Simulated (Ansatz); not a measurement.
Cost and result for the atomization energy of `B[SiH2]C` (10 atoms, 9 bonds).

```xyz
10

B     1.7065   -0.6227   -0.3804
Si    0.1487    0.6307   -0.1777
C    -1.4441   -0.1339    0.4523
H     1.6732   -1.7797   -0.0748
H     2.7399   -0.2080   -0.8203
H    -0.0928    1.2833   -1.5011
H     0.5888    1.7174    0.7521
H    -1.2929   -0.5866    1.4350
H    -2.2341    0.6150    0.5414
H    -1.7931   -0.9155   -0.2265
```

Total charge 0; spin multiplicity 1. The geometry is a stationary point of PBE0-D4/def2-TZVP. Program: Ansatz. All runs use 2 threads of an Arm Neoverse V2 on a shared host. Times are those of one run each, without the atoms' runs, and a repeat can differ threefold. Electronic energies, without spin–orbit coupling; frozen cores. CCSD(T)/CBS adds CCSD(T) − MP2 in def2-TZVPP to the MP2 limit, and its time is that of the two runs behind it. T1 = 0.011. B3LYP takes the VWN-RPA correlation (the form of Gaussian; ORCA's B3LYP/G). HSE06 is the plane-wave form, built on full-range PBE exchange.

CCSD(T)/CBS is a level of theory with its own doubt, some kJ/mol a heavy atom from the limit and from the frozen cores, so smaller differences don't rank the functionals.

```json
{"level": "LDA (SPW92)/def2-TZVPP", "functions": "202", "wall time": "1.1 s", "atomization (kJ/mol)": "3663.8", "difference from CCSD(T)/CBS": "354.6", "per bond": "39.4"}
{"level": "CCSD(T)/def2-SVP", "functions": "81", "wall time": "1.5 s", "atomization (kJ/mol)": "3152.2", "difference from CCSD(T)/CBS": "-157.0", "per bond": "-17.4"}
{"level": "revPBE-D4/def2-TZVPP", "functions": "202", "wall time": "1.9 s", "atomization (kJ/mol)": "3266.5", "difference from CCSD(T)/CBS": "-42.7", "per bond": "-4.7"}
{"level": "HSE06-D4/def2-TZVPP", "functions": "202", "wall time": "2.1 s", "atomization (kJ/mol)": "3309.0", "difference from CCSD(T)/CBS": "-0.2", "per bond": "0.0"}
{"level": "CAM-B3LYP-D4/def2-TZVPP", "functions": "202", "wall time": "2.5 s", "atomization (kJ/mol)": "3337.0", "difference from CCSD(T)/CBS": "27.8", "per bond": "3.1"}
{"level": "B3LYP-D4/def2-TZVPP (with forces)", "functions": "202", "wall time": "3.2 s", "atomization (kJ/mol)": "3327.4", "difference from CCSD(T)/CBS": "18.2", "per bond": "2.0"}
{"level": "r2SCANh-D4/def2-TZVPP", "functions": "202", "wall time": "3.4 s", "atomization (kJ/mol)": "3317.7", "difference from CCSD(T)/CBS": "8.5", "per bond": "0.9"}
{"level": "B2PLYP/def2-TZVPP", "functions": "202", "wall time": "3.6 s", "atomization (kJ/mol)": "3285.7", "difference from CCSD(T)/CBS": "-23.5", "per bond": "-2.6"}
{"level": "B97M-V/def2-TZVPP", "functions": "202", "wall time": "8 s", "atomization (kJ/mol)": "3336.5", "difference from CCSD(T)/CBS": "27.3", "per bond": "3.0"}
{"level": "ωB97M-V/def2-TZVPP (with forces)", "functions": "202", "wall time": "9 s", "atomization (kJ/mol)": "3324.1", "difference from CCSD(T)/CBS": "14.9", "per bond": "1.7"}
{"level": "MP2/def2-QZVPP", "functions": "394", "wall time": "17 s", "atomization (kJ/mol)": "3274.7", "difference from CCSD(T)/CBS": "-34.5", "per bond": "-3.8"}
{"level": "CCSD(T)/def2-TZVPP", "functions": "202", "wall time": "36 s", "atomization (kJ/mol)": "3242.2", "difference from CCSD(T)/CBS": "-67.0", "per bond": "-7.4"}
{"level": "CCSD(T)/CBS(def2)", "functions": "–", "wall time": "53 s", "atomization (kJ/mol)": "3309.2", "difference from CCSD(T)/CBS": "0.0", "per bond": "0.0"}
```

From BLYP to BHLYP (50 % exact exchange), in def2-TZVPP and without D4, the atomization energy moves by +15.1 kJ/mol. At CCSD(T), def2-SVP lies −157.0 kJ/mol from the extrapolated value and def2-TZVPP −66.9 kJ/mol: correlation converges slowly with the basis, and small sets miss more of it in the bonded molecule than in its fragments. In def2-TZVPP, CCSD(T) changes the Hartree–Fock value by +645.8 kJ/mol (the triples alone add +25.1 kJ/mol) and MP2 by +638.7 kJ/mol; breaking electron pairs costs correlation energy, which Hartree–Fock lacks.
